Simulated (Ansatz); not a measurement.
PH4: how the atomization moves with the basis

PH4, doublet; coordinates (Å): P 0.046 0.000 0.000; H 0.162 0.000 -1.515; H -0.863 1.078 0.000; H -0.863 -1.078 0.000; H 0.162 0.000 1.515. Quantity: atomization.

Ansatz 0.2.0, basis 6-31G or cc-pVDZ; geometries are PBE0/def2-TZVP minima. Wave-function levels freeze the cores; HF, MP2 and coupled cluster are restricted for singlets and unrestricted otherwise, atoms included (their steps beyond CCSDT(Q) come from restricted open-shell runs), Kohn–Sham unrestricted where that lies lower. NEVPT2 and MRCISD+Q stand on CASSCF in the full valence space, and MRCISD+Q is size-consistent only roughly. The reference is CCSDT(Q) or full CI (coupled cluster only where its series has nearly closed). Semilocal and hybrid functionals correlate all electrons outside any core potential and usually lie nearer their basis limit than the reference, so part of their error here is the reference's basis and frozen-core error; RPA and the MP2 part of double hybrids freeze the same cores as the reference. None of these values is a measured one. Energies are electronic, without zero-point terms. No spin–orbit coupling and no scalar relativity. The species are chosen: bound, without strong static correlation by their natural occupations or amplitudes, in their lowest spin state as far as vertical gaps and like structures tell, and with a ladder that closes on the reference, so errors are smaller than for species at large; levels whose determinant breaks symmetry or spin markedly are left out.

```json
{"level": "reference", "6-31G (kJ/mol)": "698.0 (full CI)", "cc-pVDZ (kJ/mol)": "927.8 (CCSDT(Q))"}
{"level": "HF", "6-31G (kJ/mol)": "491.2", "cc-pVDZ (kJ/mol)": "671.1"}
{"level": "CCSD(T)", "6-31G (kJ/mol)": "697.0", "cc-pVDZ (kJ/mol)": "926.3"}
{"level": "NEVPT2", "6-31G (kJ/mol)": "691.5", "cc-pVDZ (kJ/mol)": "892.7"}
{"level": "MRCISD+Q", "6-31G (kJ/mol)": "697.5", "cc-pVDZ (kJ/mol)": "922.1"}
{"level": "PBE", "6-31G (kJ/mol)": "915.1", "cc-pVDZ (kJ/mol)": "1018.7"}
{"level": "r2SCAN", "6-31G (kJ/mol)": "908.7", "cc-pVDZ (kJ/mol)": "1024.7"}
{"level": "B2PLYP", "6-31G (kJ/mol)": "829.1", "cc-pVDZ (kJ/mol)": "988.5"}
```

From 6-31G to cc-pVDZ the reference moves by 229.8 kJ/mol and PBE by 103.6; the step from CCSD(T) to the reference is 1.1 in the first and 1.6 in the last.
